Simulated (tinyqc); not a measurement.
UKS/PBE in the sto-6g basis, for LiH, spin multiplicity 3, step by step. One step of it, computed by the program tinyqc.

Problem. Iteration 2: DIIS coefficients. Solve [B -1; -1 0][c; lambda] = [0; -1] for the coefficients, which sum to one.

B (overlaps of the stored error matrices):
$$\begin{pmatrix}
1.7800504e-02 & -5.8331133e-03 \\
-5.8331133e-03 & 1.0771215e-02
\end{pmatrix}$$

Give: DIIS coefficients.

Solution.

DIIS coefficients: [0.4127, 0.5873]
